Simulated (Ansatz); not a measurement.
Reaction (SMILES): F[C](F)F → C atom + 3 F atom
B3LYP-D3(BJ)/def2-TZVP geometries, fixed; electronic energies without zero-point terms.

Basis-set convergence of the atomisation energy at PBE with Ansatz (a quantum-chemistry and plane-wave program). All functions are spherical. The program fits the integrals of some runs and decomposes those of others, by size. Open shells are unrestricted. No added dispersion term, no relativity. Functions are those of the species that has most. Reference: the value in pcseg-4, 372.17 kcal/mol, itself unsure by roughly 0.17 kcal/mol (its mean distance from aug-pcseg-3, aug-cc-pVQZ, cc-pV5Z). Deviations are taken from unrounded values.

```json
[
 {"basis": "cc-pVDZ", "functions": "56", "atomisation energy (kcal/mol)": "372.29"},
 {"basis": "aug-cc-pVDZ", "functions": "92", "atomisation energy (kcal/mol)": "365.04"},
 {"basis": "def2-SVP", "functions": "56", "atomisation energy (kcal/mol)": "385.44"},
 {"basis": "def2-SVPD", "functions": "89", "atomisation energy (kcal/mol)": "376.12"},
 {"basis": "pcseg-1", "functions": "56", "atomisation energy (kcal/mol)": "369.11"},
 {"basis": "aug-pcseg-1", "functions": "92", "atomisation energy (kcal/mol)": "370.04"},
 {"basis": "6-311G**", "functions": "72", "atomisation energy (kcal/mol)": "370.19"},
 {"basis": "6-311+G**", "functions": "88", "atomisation energy (kcal/mol)": "363.20"},
 {"basis": "cc-pVTZ", "functions": "120", "atomisation energy (kcal/mol)": "374.23"},
 {"basis": "aug-cc-pVTZ", "functions": "184", "atomisation energy (kcal/mol)": "371.41"},
 {"basis": "pcseg-2", "functions": "120", "atomisation energy (kcal/mol)": "372.20"},
 {"basis": "aug-pcseg-2", "functions": "184", "atomisation energy (kcal/mol)": "372.57"},
 {"basis": "def2-TZVPP", "functions": "124", "atomisation energy (kcal/mol)": "372.38"},
 {"basis": "def2-TZVPPD", "functions": "157", "atomisation energy (kcal/mol)": "371.42"},
 {"basis": "cc-pVQZ", "functions": "220", "atomisation energy (kcal/mol)": "373.60"},
 {"basis": "aug-cc-pVQZ", "functions": "320", "atomisation energy (kcal/mol)": "372.36"},
 {"basis": "def2-QZVPP", "functions": "228", "atomisation energy (kcal/mol)": "371.77"},
 {"basis": "def2-QZVPPD", "functions": "261", "atomisation energy (kcal/mol)": "371.68"},
 {"basis": "pcseg-3", "functions": "240", "atomisation energy (kcal/mol)": "372.23"},
 {"basis": "aug-pcseg-3", "functions": "340", "atomisation energy (kcal/mol)": "372.35"}
]
```

What the diffuse functions change, pair by pair:
- cc-pVDZ to aug-cc-pVDZ: 36 more functions, deviation 0.11 to -7.13 kcal/mol
- def2-SVP to def2-SVPD: 33 more functions, deviation 13.27 to 3.95 kcal/mol
- pcseg-1 to aug-pcseg-1: 36 more functions, deviation -3.06 to -2.14 kcal/mol
- 6-311G** to 6-311+G**: 16 more functions, deviation -1.99 to -8.97 kcal/mol
- cc-pVTZ to aug-cc-pVTZ: 64 more functions, deviation 2.06 to -0.77 kcal/mol
- pcseg-2 to aug-pcseg-2: 64 more functions, deviation 0.03 to 0.39 kcal/mol
- def2-TZVPP to def2-TZVPPD: 33 more functions, deviation 0.20 to -0.76 kcal/mol
- cc-pVQZ to aug-cc-pVQZ: 100 more functions, deviation 1.42 to 0.19 kcal/mol
- def2-QZVPP to def2-QZVPPD: 33 more functions, deviation -0.40 to -0.50 kcal/mol
- pcseg-3 to aug-pcseg-3: 100 more functions, deviation 0.06 to 0.18 kcal/mol

They bring the value nearer the reference by more than 0.17 kcal/mol in 4 of 10 pairs.
